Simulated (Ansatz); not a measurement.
**Al₂+ (doublet): geometry optimisation**

Where does this start of Al₂+ (doublet) end when it is relaxed?

Method: UKS PBE0/def2-TZVP; program: Ansatz 0.2.0, Gaussian basis.

### Step 1. The system as given

2 atoms, charge 1, spin multiplicity 2.

Atoms are counted from 1 here; the program's logs count them from 0.

Bond lengths: Al1–Al2 2.251 Å.

The start is set by covalent radii. Sticks and bond lists go by distance. 

### Step 2. The run

in.yaml reads:

```yaml
crystal:
  periodic: [false, false, false]
  atoms:
    - {symbol: Al, position_ang: [0.000000, 0.000000, 0.000000]}
    - {symbol: Al, position_ang: [0.000000, 0.000000, 2.250600]}
basis:
  gaussian: {orbitals: def2-TZVP}
total_charge: 1
magnetization: {spin_polarized: true, initial_magnetization: 1}
hamiltonian: {xc: pbe0}
relax: {f_tol: 0.004, max_steps: 80}
```

The run is started by

```console
ansatz run in.yaml --threads 1 --pin off --events-out ev --progress --plain --max-ram 2176MiB
```

Before running it: what results should come out? Wanted: energy gained; shift from the start; total energy; ⟨S²⟩.

As calculated:

```
                  quantity           value
                     steps               9
             energy gained        1.242 eV
shift from the start (rms)         0.493 Å
              total energy  -13179.3737 eV
                      ⟨S²⟩           0.766
```

What this shows: By distance, Al1–Al2 opened. Al1–Al2 went from 2.251 to 3.237 Å. No vibrations were run, so this is a stationary point, not a proven minimum, and this spin need not be the ground state's.
